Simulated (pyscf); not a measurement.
## Four-centre exchange: H₂N–SiH₂–Cl + HCl -> H₂N–SiH₂–Cl + HCl

Gas phase, singlet surface, charge 0. Bonds broken: Si2–Cl3, Cl8–H9. Bonds formed: Si2–Cl8, Cl3–H9. Single points on ωB97X-D3(BJ)/def2-SVP structures (PySCF, gas phase). MP2 and CC: frozen core, UHF for open shells. ΔMP2 is the change of the MP2 total energy from the triple- to the quadruple-zeta basis.

Transition state (Å):

```xyz
9

N     -1.8069     0.0368     0.4194
Si    -0.1804     0.4910     0.2347
Cl     1.5513    -0.7739    -1.0651
H     -2.5242     0.2104    -0.2746
H     -2.0932    -0.5632     1.1846
H      0.3507     1.8697     0.2685
H      0.4240    -0.2268     1.3953
Cl    -0.6630     0.9029    -2.1198
H      0.7141    -0.1124    -1.9963
```

One imaginary mode, 428i cm⁻¹; descent along it reached the two sides named, in the forms told below.

```json
[
 {"bond": "Si2–Cl3", "change": "breaks", "reactant side (Å)": "2.111", "saddle": "2.508", "product side": "3.6"},
 {"bond": "Cl8–H9", "change": "breaks", "reactant side (Å)": "1.293", "saddle": "1.715", "product side": "2.428"},
 {"bond": "Si2–Cl8", "change": "forms", "reactant side (Å)": "3.7", "saddle": "2.438", "product side": "2.108"},
 {"bond": "Cl3–H9", "change": "forms", "reactant side (Å)": "2.385", "saddle": "1.416", "product side": "1.289"}
]
```

Electronic energies relative to the separated reactants (kcal/mol):

| level | barrier | reaction energy | reverse barrier |
|---|---|---|---|
| ωB97X-D3(BJ)/def2-TZVP | 29.2 | 0.0 | 29.2 |
| PBE/def2-TZVP | 23.3 | 0.0 | 23.3 |
| r²SCAN/def2-TZVP | 25.6 | 0.0 | 25.6 |
| B3LYP-D3(BJ)/def2-TZVP | 27.9 | 0.0 | 27.9 |
| PBE0-D3(BJ)/def2-TZVP | 26.1 | 0.0 | 26.1 |
| M06-2X/def2-TZVP | 30.0 | 0.0 | 30.0 |
| ωB97M-D3(BJ)/def2-TZVP | 30.0 | 0.0 | 30.0 |
| HF/def2-TZVP | 49.6 | 0.0 | 49.6 |
| MP2/def2-QZVPP | 30.0 | 0.0 | 30.0 |
| CCSD/def2-TZVPP | 36.4 | 0.0 | 36.4 |
| CCSD(T)/def2-TZVPP | 33.1 | 0.0 | 33.1 |
| CCSD(T)/def2-TZVPP + ΔMP2(QZVPP) | 32.4 | 0.0 | 32.4 |

With CCSD(T)/def2-TZVPP + ΔMP2(QZVPP) energies and thermal terms (ideal gas, 1 atm, RRHO with modes under 100 cm⁻¹ raised to 100, one conformer, R ln 2 for chiral ones without a mode under 150 cm⁻¹), in kcal/mol:

```csv
T (K),ΔH‡,ΔG‡,ΔH,ΔG
298,31.6,42.0,0.0,0.0
600,31.5,52.7,0.0,0.0
900,31.9,63.2,0.0,0.0
1200,32.3,73.6,0.0,0.0
```

On the reactant side the descent ends in a complex, 4.8 kcal/mol under the separated species and 34.0 kcal/mol under the saddle at ωB97X-D3(BJ)/def2-TZVP. This is the saddle that the search found; another between the same sides may lie lower. The CCSD(T) − MP2 part came from Ansatz, without density fitting, on the same reference.
